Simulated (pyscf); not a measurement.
Four-centre exchange: `[CH3][SiH3]` + `[ClH]` -> `[CH3][SiH3]` + `[ClH]`

Gas phase, singlet surface, charge 0. Bonds broken: C1–H10, H3–Cl9. Bonds formed: C1–H3, Cl9–H10. Single points on ωB97X-D3(BJ)/def2-SVP structures (PySCF, gas phase). MP2 and CC: frozen core, UHF for open shells. ΔMP2 is the change of the MP2 total energy from the triple- to the quadruple-zeta basis.

Transition state (Å):

```xyz
10

C     -1.1508    -0.4314    -0.2983
Si    -0.5853     1.3181    -0.8620
H     -0.7624    -1.2466     0.5890
H     -1.0275    -1.0943    -1.1658
H     -2.1886    -0.3276     0.0476
H     -0.7206     2.2523     0.2831
H      0.8204     1.2341    -1.3304
H     -1.4919     1.7084    -1.9742
Cl     0.5452    -1.3382     1.8985
H     -0.2364    -0.3602     0.5317
```

One imaginary mode, 1711i cm⁻¹; descent along it reached the two sides named.

```
bond     change  reactant side (Å)  saddle  product side
-------  ------  -----------------  ------  ------------
C1–H10   breaks              1.101   1.237           3.9
H3–Cl9   breaks              1.283   1.853           3.0
C1–H3     forms                2.8   1.266         1.100
Cl9–H10   forms                3.0   1.853         1.284
```

Electronic energies relative to the separated reactants (kJ/mol):

```csv
level,barrier,reaction energy,reverse barrier
ωB97X-D3(BJ)/def2-TZVP,239.8,0.0,239.8
PBE/def2-TZVP,203.1,0.0,203.1
r²SCAN/def2-TZVP,214.2,0.0,214.2
B3LYP-D3(BJ)/def2-TZVP,226.8,0.0,226.8
PBE0-D3(BJ)/def2-TZVP,215.9,0.0,215.9
M06-2X/def2-TZVP,235.0,0.0,235.0
ωB97M-D3(BJ)/def2-TZVP,237.1,0.0,237.1
HF/def2-TZVP,309.7,0.0,309.7
MP2/def2-QZVPP,232.1,0.0,232.1
CCSD/def2-TZVPP,264.6,0.0,264.6
CCSD(T)/def2-TZVPP,252.5,0.0,252.5
CCSD(T)/def2-TZVPP + ΔMP2(QZVPP),244.8,0.0,244.8
```

With CCSD(T)/def2-TZVPP + ΔMP2(QZVPP) energies and thermal terms (ideal gas, 1 atm, RRHO with modes under 100 cm⁻¹ raised to 100, one conformer, R ln 2 for chiral ones without a mode under 150 cm⁻¹), in kJ/mol:

```json
[
 {"T (K)": "298", "ΔH‡": "235.8", "ΔG‡": "271.2", "ΔH": "0.0", "ΔG": "0.0"},
 {"T (K)": "600", "ΔH‡": "236.3", "ΔG‡": "307.0", "ΔH": "0.0", "ΔG": "0.0"},
 {"T (K)": "900", "ΔH‡": "238.4", "ΔG‡": "342.0", "ΔH": "0.0", "ΔG": "0.0"},
 {"T (K)": "1200", "ΔH‡": "240.9", "ΔG‡": "376.1", "ΔH": "0.0", "ΔG": "0.0"}
]
```

The same reactants have a lower exit, to H₃C–SiH₂–Cl + H₂ (barrier +141.8 kJ/mol at ωB97M-D3(BJ)/def2-TZVP, against +237.1 kJ/mol here). This is the saddle that the search found; another between the same sides may lie lower. The CCSD(T) − MP2 part came from Ansatz, without density fitting, on the same reference.
